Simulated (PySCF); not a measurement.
CH₃, SMILES [CH3] (connectivity only; charge and spin as stated), charge +1, multiplicity 1. The structure is a stationary point at B3LYP-D3(BJ)/def2-TZVPD. The spin state was assumed, not searched. The isomer is the one that the SMILES or the coordinates give; other isomers of the formula were not compared.

TDDFT-PBE0/def2-TZVPD (PySCF) puts the lowest singlet excitations at 5.96, 5.96, 14.80, 14.80, 14.91, 16.10 eV.

### Question
What are the lowest excitation roots from ADC(3)/aug-cc-pVDZ (PySCF 2.14.0)? (An estimate is asked for; the answer gives what the named calculation found.)

### Answer
6.02, 6.02, 12.98, 12.98, 15.31, 15.31 eV. S1 differs by 0.06 eV (second minus first; roots are paired by order, and the bases may differ).
